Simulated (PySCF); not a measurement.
## `C=NC(=C)[O-]`, [C3H4NO]-, charge -1

Molfile (atoms numbered from 1):
```
C3H4NO
     RDKit          3D

  9  8  0  0  0  0  0  0  0  0999 V2000
    1.7304    0.0237    0.0713 C   0  0  0  0  0  0  0  0  0  0  0  0
    0.5675    0.3132   -0.3431 N   0  0  0  0  0  0  0  0  0  0  0  0
   -0.4804   -0.6467    0.0671 C   0  0  0  0  0  0  0  0  0  0  0  0
   -1.7110   -0.2554   -0.4299 C   0  0  0  0  0  0  0  0  0  0  0  0
   -0.1711   -1.6371    0.7652 O   0  0  0  0  0  0  0  0  0  0  0  0
    1.9002   -0.8810    0.6885 H   0  0  0  0  0  0  0  0  0  0  0  0
    2.5853    0.6763   -0.1817 H   0  0  0  0  0  0  0  0  0  0  0  0
   -1.7917    0.6523   -1.0303 H   0  0  0  0  0  0  0  0  0  0  0  0
   -2.6037   -0.8541   -0.2233 H   0  0  0  0  0  0  0  0  0  0  0  0
  1  2  2  0
  2  3  1  0
  3  4  2  0
  3  5  1  0
  1  6  1  0
  1  7  1  0
  4  8  1  0
  4  9  1  0
M  CHG  1   5  -1
M  END
```

Level of theory: PySCF 2.14.0, quadratic response PBE0/aug-cc-pVDZ first hyperpolarisability, Taylor convention, gas phase. Geometry: PBE0-D3(BJ)/def2-SVP.

For a gas-phase anion, states above the detachment energy (about 0.3 eV, taken as minus the energy of the highest occupied orbital) lie in the continuum and depend on the basis.

(1) Give the tensor of the static β(0;0,0) in the axes of these coordinates.

Answers

(1) In au, Taylor convention; rows are the first index (the induced dipole):
|  | xx | yy | zz | xy | xz | yz |
| --- | --- | --- | --- | --- | --- | --- |
| x | -808.9 | +217.8 | +334.2 | -299.7 | -183.0 | +185.4 |
| y | -299.7 | -224.2 | +33.4 | +217.8 | +185.4 | -69.1 |
| z | -183.0 | -69.1 | +513.3 | +185.4 | +334.2 | +33.4 |

Norm of βᵢ = ⅓ Σⱼ (βᵢⱼⱼ + βⱼᵢⱼ + βⱼⱼᵢ): 612.2 au, hyper-Rayleigh value 472.0 au.
